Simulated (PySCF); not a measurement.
hydrogen peroxide cation (H2O2), SMILES OO (connectivity only; charge and spin as stated), charge +1, multiplicity 2. Atoms are numbered in the order given.

```xyz
4

O      0.1575    -0.6348     0.0000
O     -0.1575     0.6348     0.0000
H     -0.7197    -1.1115     0.0000
H      0.7197     1.1115     0.0000
```
Charge +1, spin multiplicity 2.

Geometry: B3LYP-D3(BJ)/def2-TZVP. The multiplicity is an assumed one; other spin states were not compared.

All values below come from TDA-ωB97X/def2-TZVPD run with PySCF.

Vertical excitations. Gas-phase values at a fixed geometry.

Computed lowest excited states:
```
state    energy (eV)  λ (nm)      f                                                     main pairs
-------  -----------  ------  -----  -------------------------------------------------------------
root 1          3.22     385  0.000                                              β HOMO→LUMO 100 %
root 2          6.22     199  0.075                                             β HOMO−1→LUMO 89 %
root 3          8.13     153  0.002                           α HOMO→LUMO 45 %, β HOMO−2→LUMO 47 %
root 4          8.51     146  0.003                           α HOMO→LUMO 40 %, β HOMO−2→LUMO 53 %
root 5          8.86     140  0.000                                             β HOMO−3→LUMO 97 %
root 6          9.46     131  0.000      α HOMO−1→LUMO 44 %, β HOMO→LUMO+1 36 %, β HOMO→LUMO+3 8 %
root 7         10.54     118  0.000                                             α HOMO→LUMO+1 91 %
root 8         11.36     109  0.057                         α HOMO−1→LUMO 39 %, β HOMO→LUMO+1 42 %
root 9         11.48     108  0.000  α HOMO−2→LUMO 6 %, β HOMO−1→LUMO+1 67 %, β HOMO−1→LUMO+3 15 %
root 10        11.59     107  0.003                                             α HOMO→LUMO+2 78 %
```
Unrestricted roots are not spin-pure.
